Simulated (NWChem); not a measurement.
Molecule: ethylamine (C₂H₇N); SMILES CCN

```xyz
10

C      0.2571    -1.2343    -0.0367
C     -0.5506     0.0489     0.0217
N      0.3151     1.2090    -0.0768
H     -0.3946    -2.1209    -0.0138
H      0.8637    -1.2647    -0.9543
H      0.9463    -1.3085     0.8212
H     -1.1887     0.0307     0.9329
H     -1.2496     0.0726    -0.8321
H     -0.2323     2.0670    -0.0657
H      0.9301     1.2564     0.7345
```
Atoms are numbered in this order, from 1.

Program: NWChem. Pople sets run with spherical d functions. All runs use the structure optimised with PBE0/def2-SVP. Level: M05-2X/6-31G* with SMD (1 M gas to 1 M solution), gas-phase geometry.

```csv
solvent,dielectric constant,solvation free energy (kcal/mol),cavity-dispersion-structure term (kcal/mol),dipole in solution (D)
water,78.4,?,?,1.79
ethanol,24.9,-5.0,-0.2,1.78
acetone,20.5,-4.7,0.1,1.77
n-hexane,1.88,-2.7,-0.5,1.57
```

Problem. What belongs in the gaps?

Solution. 
- water, solvation free energy (kcal/mol): -3.7
- water, cavity-dispersion-structure term (kcal/mol): 1.3
